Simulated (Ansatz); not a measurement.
Match the barriers

Saddle point of C2H10Si, closed shell (C₂H₈Si (C[SiH2]C) + H₂ → CH₆Si ([CH3][SiH3]) + CH₄; bonds formed: Si1–H7, C2–H6; bonds broken: Si1–C2, H6–H7), PBE0-D4/def2-TZVP structure:

```xyz
13
angstrom
Si -0.5490 0.2811 0.3217
C 0.6340 -1.5375 0.5549
H -1.6016 -0.7050 -0.1586
H -1.1283 0.7635 1.6027
C -0.3803 1.3960 -1.1686
H 0.9436 -0.2349 0.7781
H 0.9643 0.8964 0.8830
H -0.0643 -2.0613 1.2065
H 0.5449 -1.8875 -0.4734
H 1.6575 -1.7292 0.9045
H 0.3561 0.9695 -1.8565
H -0.0422 2.3964 -0.8950
H -1.3345 1.4527 -1.6995
```

Ansatz 0.2.0; basis: def2-TZVPP, with def2-QZVPP for the basis limit; cores frozen in the correlated methods. Extrapolation: Hartree–Fock as exp(−7.88 √X), correlation as X^−2.97. Four methods, as single points on the PBE0-D4 structures, gave these electronic barriers from the start structure: 231.3, 279.1, 316.6, 364.9 kJ/mol.

(1) The methods were, in alphabetical order, BHLYP-D4, HF, r2SCAN-D4, SPW92. Which gave which? (A judgement: the text doesn't fix the answer.)

T1 diagnostic: at most 0.011. The end structure is not quite a true minimum (one mode of 27i cm⁻¹).

## Answers

(1) Computed: SPW92 231.3; r2SCAN-D4 279.1; BHLYP-D4 316.6; HF 364.9 kJ/mol. For comparison, CCSD(T) at an estimated basis limit (MP2 extrapolated from triple and quadruple zeta, plus CCSD(T) − MP2 in triple zeta) gives 304.7 kJ/mol.

Labels in which every atom is bracketed show which atoms are joined, not bond orders.

For scale, one of the runs: CCSD(T)/def2-TZVPP, 244 basis functions, launched by `ansatz run in.yaml --threads 4 --pin off --events-out ev --progress --plain --max-ram 9574MiB`. The run took 100 s on 4 CPU threads of an Intel Xeon (shared host), with 4.8 GiB of host memory at its peak.
